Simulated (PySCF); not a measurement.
(H2Al-mu-H)3.
Hydrogens: H2, H3, H4, H12 on Al1; H4, H6, H7, H8 on Al5; H8, H10, H11, H12 on Al9.

The calculation used PBE0-D3(BJ)/def2-SVP geometry optimisation, gas phase in PySCF.

(1) Give the optimised bond lengths and angles.

## Answers

(1) 
| bond | length (bohr) |
| --- | --- |
| Al1–H2, Al5–H7, Al9–H10 | 2.967 |
| Al1–H3 | 3.401 |
| Al1–H4, Al1–H12 | 3.353 |
| H4–Al5, Al5–H8 | 3.415 |
| Al5–H6, Al9–H11 | 3.347 |
| H8–Al9 | 3.375 |
| Al9–H12 | 3.426 |

Bonds in one row agree within 0.02 bohr and their mean is given. A selection of angles:
| angle | degrees |
| --- | --- |
| H2–Al1–H3 | 115.9 |
| H2–Al1–H4 | 118.1 |
| H2–Al1–H12 | 118.7 |
| H3–Al1–H4 | 76.4 |
| H3–Al1–H12 | 125.3 |
| H4–Al1–H12 | 81.1 |
| Al1–H4–Al5 | 91.0 |
| H4–Al5–H6 | 79.2 |
| H4–Al5–H7 | 116.4 |
| H4–Al5–H8 | 126.8 |
| H6–Al5–H7 | 117.5 |
| H8–Al9–H11 | 80.7 |
| H10–Al9–H11 | 118.6 |

Of the pairs four or more bonds apart, H3···H11 is among the closest relative to their van der Waals radii: 2.27 Å, 95 % of the sum of Bondi's values. Al1 (aluminium bonded to 4 H) has angles from 76.4° to 125.3°.

Point group: C2 (tolerance 0.08 Å). Not checked by PBE0-D3(BJ)/def2-SVP frequencies.

The run took 99 s of wall time on one thread of an Intel Xeon at 2.70 GHz, shared host with 64 logical CPUs at a one-minute load of 60, and the process peaked at 0.39 GiB of memory. That covers the optimisation of the geometry.
